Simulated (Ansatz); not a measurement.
CN (charge -1): a ladder of basis sets, run with the Ansatz DFT code, driven from Python.

Script `basis.py`:
```python
"""Basis-set convergence for CN(-)."""

import ansatz as az
from ase import Atoms


def main() -> None:
    atoms = Atoms(["C", "N"], positions=[
        (0.51262, -0.16591, 0.26402),
        (-0.51262, 0.16591, -0.26402),
    ])
    geometry = az.Crystal.molecule_from_ase(atoms)

    job = geometry.calculation().correlation("MP2").charge(-1)

    energies = {}
    for basis in ["cc-pVDZ", "cc-pVTZ", "cc-pVQZ"]:
        data = job.basis(gaussian=basis).run(threads=1).report
        size = data["n_frozen"] + data["n_occupied"][0] + data["n_virtual"][0]
        energies[basis] = (data["reference_energy_ev"] / 27.211386246, data["free_energy_ev"] / 27.211386246)
        print(f"{basis:14s} {size:4d} orbitals  reference {energies[basis][0]:14.6f} Ha  total {energies[basis][1]:14.6f} Ha")

    # correlation energy at the basis limit from E(X) = E + A / X^3
    small, large = (energies[b][1] - energies[b][0] for b in ("cc-pVTZ", "cc-pVQZ"))
    limit = (4 ** 3 * large - 3 ** 3 * small) / (4 ** 3 - 3 ** 3)
    print(f"correlation energy: {small:.6f} and {large:.6f} Ha, extrapolated {limit:.6f} Ha")
    print(f"share caught by the larger set: {100 * large / limit:.1f} %")


if __name__ == "__main__":
    main()
```

How far does the total energy move along this ladder of basis sets?

Against cc-pVDZ: cc-pVTZ -99.2 mHa and cc-pVQZ -134.4 mHa. The last step alone is -35.23 mHa.

The run itself:

Running `python basis.py` prints:
```text
cc-pVDZ          28 orbitals  reference     -92.295495 Ha  total     -92.574250 Ha
cc-pVTZ          60 orbitals  reference     -92.329085 Ha  total     -92.673431 Ha
cc-pVQZ         110 orbitals  reference     -92.339678 Ha  total     -92.708665 Ha
correlation energy: -0.344346 and -0.368986 Ha, extrapolated -0.386967 Ha
share caught by the larger set: 95.4 %
```

Caveats:
- The drop along the ladder measures the basis error, and is no property of the molecule.
- The geometry is a force-field or estimated start, not a minimum of this method, and the last set is no limit. Much of the fall in a total is atomic energy, which cancels in bond and reaction energies.
- Inner cores stay frozen, so this is valence correlation.
- An extrapolation from small basis sets is rough.
- Anions want diffuse functions, which this basis lacks.
- Finished in 1.6 s on 1 thread of Arm Neoverse V1, on a shared host, peak memory 0.2 GiB.
